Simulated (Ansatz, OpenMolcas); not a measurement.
# PN (phosphorus nitride): the vertical energy of the triplet above the singlet from total energies

PN: 2 atoms, total charge 0, spin state singlet. As SMILES, `N#P`. Geometry: the measured bond length.

```xyz
2

N     0.0000    0.0000    0.0000
P     0.0000    0.0000    1.4909
```

Both states at this one shape; open shells run unrestricted unless said. 1 Eh = 27.2114 eV.

```
                            level     program  singlet PN (Eh)  triplet PN (Eh)
HF/STO-3G, open shells restricted  OpenMolcas      -390.591735      -390.488974
                 PBE0/aug-cc-pVTZ      Ansatz      -395.900068      -395.767323
```

Work out the vertical gap, second state less first, at each level.


1. HF/STO-3G, open shells restricted: -390.488974 − (-390.591735) = 0.102761 Eh = 2.80 eV.
2. PBE0/aug-cc-pVTZ: -395.767323 − (-395.900068) = 0.132745 Eh = 3.61 eV.

No measured value is set beside it here; the levels span 2.80 to 3.61 eV. Hartree–Fock favours the state with fewer electron pairs, since it lacks pair correlation. Minimal sets are far from the basis-set limit.
